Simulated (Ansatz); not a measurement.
Ansatz (a quantum-chemistry and plane-wave program) input (B2PLYP/pcseg-1): A basis named .json is the Basis Set Exchange file of that set (core-valence sets with the plain set on hydrogen).

Ansatz 0.2 input:
```yaml
crystal:
  periodic: [false, false, false]
  atoms:
    - {symbol: C, position_ang: [0.00394345, 0.00524516, 0.76725426]}
    - {symbol: Cl, position_ang: [-0.01752138, 1.48253369, -0.22626440]}
    - {symbol: Cl, position_ang: [0.01529894, -1.48548974, -0.20614288]}
    - {symbol: H, position_ang: [-0.89039947, -0.00050138, 1.37837936]}
    - {symbol: H, position_ang: [0.90452024, 0.01928333, 1.36901878]}
basis:
  gaussian:
    orbitals: pcseg-1.json
hamiltonian:
  xc: {name: B2PLYP}
magnetization: {spin_polarized: false}
correlation: {electrons: outside_noble_gas}
```

Output:

```
Functional definition: B2PLYP
integrals: 0.02 GiB planned
596 factors; integrals over basis functions are off by at most 7.7e-4 eV
mean field: 0.19 GiB planned
mean field evaluation 1: about -26099.7606 eV, gradient 1.1e1 eV
mean field evaluation 2: about -26099.9841 eV, gradient 1.1e1 eV
mean field evaluation 4: about -26100.3280 eV, gradient 1.9e0 eV
mean field evaluation 8: about -26100.3379 eV, gradient 2.2e-2 eV
mean field evaluation 16: about -26100.3379 eV, gradient 2.5e-6 eV
mean field -26100.33789372 eV, -959.1697261496 hartree, gradient 2.5e-6 eV, S^2 0.000000; 0 other end points of the search recorded, 0 dependent functions left out
11 core orbitals not correlated
reference -26100.33802135 eV, -959.1697308402 hartree; 10, 10 occupied and 39, 39 virtual orbitals, 596 factors
second order -13.56449683 eV of doubles, -0.00000000 eV of singles
Total energy: -26104.00043550 eV, -959.3043220775 hartree
```
